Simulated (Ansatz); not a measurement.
hcp Ho was calculated with LDA in Ansatz (PAW).

Settings: plane-wave cutoff 500 eV, 24×24×14 k mesh (along the axes of the cell as run), Fermi–Dirac smearing 0.1 eV, spin-polarised with parallel moments, scalar-relativistic PAW data made under PBE.

Cell (relaxed at this level):

```
CELL_PARAMETERS angstrom
      1.70791    -2.95819     0.00000
      1.70791     2.95819     0.00000
      0.00000     0.00000     5.49042
ATOMIC_POSITIONS crystal
  Ho 0.33333 0.66667 0.25000
  Ho 0.66667 0.33333 0.75000
```

Task: Give the computed magnetic moment per atom (the cell's total over its atoms).

Result: 
magnetic moment per atom (the cell's total over its atoms): 3.46 μB

Note: the 4f shell is treated without U or exact exchange, so its levels and filling can be wrong; the collinear magnetic order is the start's and need not be the measured one.

Moments are spin moments.

Spin–orbit coupling is not included.

Computed values are for the static lattice.

Cost on a shared machine: roughly 13 core-minutes.

Ansatz is a quantum-chemistry and plane-wave program.
